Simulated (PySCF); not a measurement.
P₂, SMILES P#P.

The structure is a stationary point at B3LYP-D3(BJ)/def2-TZVPD.

Method: r2SCAN/def2-TZVPD (PySCF).

Isolated molecule, no solvent.

The total energy comes out as -682.65627 hartree. The point group is D∞h and the highest occupied level comes out as -7.39 eV. The lowest empty level comes out as -3.32 eV, the orbital gap is 4.07 eV and the dipole moment is 0.00 D. The quadrupole, principal values (traceless, Buckingham form, about the centre of nuclear charge) is -0.31, -0.31, 0.62 D·Å. The mean static polarisability is 49.0 bohr³ (7.26 Å³) and the polarisability, principal values comes out as 39.4, 39.4, 68.1 bohr³.
